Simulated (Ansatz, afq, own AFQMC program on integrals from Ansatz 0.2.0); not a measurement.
**Br, doublet → Br⁺, triplet**

A free Br atom.

E(triplet, charge +1) − E(doublet, charge +0) at this geometry, on UHF and UHF determinants.

Basis cc-pVDZ. Only valence electrons are correlated. Integrals, coupled cluster, full CI and functionals: Ansatz 0.2.0; the random walks run on the same integrals in our own AFQMC program. ph-AFQMC/CISD is guided by a CISD state made of CCSD amplitudes; releasing the constraint for a short imaginary time cuts its bias at the price of noise, slowly where states lie close. ± is one standard error of the sampling. No spin–orbit coupling. The errors of all members are added in quadrature.

Full CI on the same integrals is exact in this basis and with this determinant's frozen core.

Errors are counted within cc-pVDZ, not against nature.

Cautions: inner d shell frozen; no relativity below Rb; no spin-orbit coupling; Br (doublet): the released energies have errors that jump between times, so the bars are unsure, so no released level is given (meV from the phaseless value at times in 1/Eh: 1.4 ± 0.4 at 0.24, 0.7 ± 0.6 at 0.51, 57 ± 58 at 0.99, -0.7 ± 0.5 at 1.62, -0.3 ± 1.3 at 2.40), though the last usable value meets full CI within the noise; Br⁺ (triplet): the ph-AFQMC/CISD walk drifts between its halves (2.4 errors).

| level | vertical ionization energy (kcal/mol) |
| --- | --- |
| MP2 | 261.7 |
| CCSD | 260.8 |

Problem. From these cheaper values, estimate the vertical ionization energy at the reference level in cc-pVDZ.

Solution. 260.8 kcal/mol (full CI in cc-pVDZ).

```json
{"level": "HF", "vertical ionization energy (kcal/mol)": "249.1", "error against FCI (kcal/mol)": "-11.7"}
{"level": "CCSD(T)", "vertical ionization energy (kcal/mol)": "260.8", "error against FCI (kcal/mol)": "0.0"}
{"level": "CCSDT", "vertical ionization energy (kcal/mol)": "260.8", "error against FCI (kcal/mol)": "0.0"}
{"level": "CCSDT(Q)", "vertical ionization energy (kcal/mol)": "260.8", "error against FCI (kcal/mol)": "0.0"}
{"level": "CCSDTQ", "vertical ionization energy (kcal/mol)": "260.8", "error against FCI (kcal/mol)": "0.0"}
{"level": "ph-AFQMC/CISD", "vertical ionization energy (kcal/mol)": "260.9 ± 0.06", "error against FCI (kcal/mol)": "0.0 ± 0.06"}
```

Correlation beyond CCSD(T) changes it by less than 2 meV. The perturbative (T) step is worth +0.0 kcal/mol.

CCSDT and higher add their correlation energy to the determinant of the CCSD(T) run, since their own runs factorise the integrals more tightly (a shift of under 2 meV). A walk keeps the symmetry of its determinant, which the program's search chose and which needn't be the lowest solution, so a lower state of the same spin and another symmetry isn't excluded.
